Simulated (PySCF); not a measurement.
H₂S + SF₂ → 2 SHF

Level: PBE0 in the def2-TZVP basis family, all electrons, no relativity, computed in PySCF with density fitting; open shells unrestricted.

```csv
species,state and structure,E (Eh),ZPE (kJ/mol),H(298 K) − H(0) (kJ/mol),S° (J/(mol K))
H₂S,"singlet, C2v, S–H 1.341 Å (×2); H–S–H 92.3°",-399.26121,39.9,10.0,205.7
SF₂,"singlet, C2v, S–F 1.590 Å (×2); F–S–F 98.6°",-597.60095,12.3,11.2,257.6
SHF,"singlet, Cs, S–F 1.616 Å, S–H 1.347 Å; F–S–H 96.0°",-498.41922,27.1,10.2,239.1
```

Q: What is the electronic reaction energy?

A: At PBE0/def2-TZVP, ΔE = 62.3 kJ/mol from the differences of the total energies times 2625.5, uphill. The bond energies do not simply add up: the mixed species is disfavoured.

Q: Add zero-point, thermal and entropy terms for 298.15 K and 1 bar.

A: ΔZPE = 2.0 and Δ[H(298) − H(0)] = -0.8 kJ/mol give ΔH° = 63.5 kJ/mol. ΔS° = 14.9 J/(mol K), so ΔG° = 63.5 − 298.15 × (0.0149) = 59 kJ/mol and log₁₀K = -10.3.

The structures come from searches over a few start shapes, so lower isomers are not excluded.
